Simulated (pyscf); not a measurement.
Structures and frequencies: ωB97X-D3(BJ)/def2-SVP in PySCF.

SMILES: [SH][Mo]([SiH3])(=[O])=[O]
```xyz
9

O     -0.4761     1.0020     2.3197
Mo     0.1761    -0.3535     1.5997
O      0.4873    -1.5689     2.6967
Si    -1.8228    -1.2639     0.3103
S      1.8406     0.0388     0.0467
H     -1.4280    -2.5190    -0.3922
H     -2.2470    -0.2449    -0.6943
H     -2.9429    -1.5393     1.2528
H      1.4183     1.3019    -0.1824
```
Charge 0, spin multiplicity 1.

**Question.** What is the homolytic dissociation enthalpy (298 K, ωB97M-D3(BJ)/def2-TZVP) of the Mo–S bond of O=Mo(=O)(SiH₃)–SH, to [O=Mo(=O)–SiH₃]• + SH•?

**Answer.** Mo–S to [O=Mo(=O)–SiH₃]• + SH•: 84.7 kcal/mol. The 7 functionals that were run give +83.6 (M06-2X) to +92.2 kcal/mol (ωB97X-D3(BJ)/def2-TZVP). The radicals are drawn with the spin at the cut bond; how far it spreads was not checked. Other isomers of [O=Mo(=O)–SiH₃]• were not searched in full and may lie lower. Left out: the spin-orbit lowering of SH. Open-shell species with a d-block atom are single-reference here; other states, and whether the spin sits on metal or ligand, were not checked. Elements past Kr carry the def2 core potentials, without spin-orbit coupling.
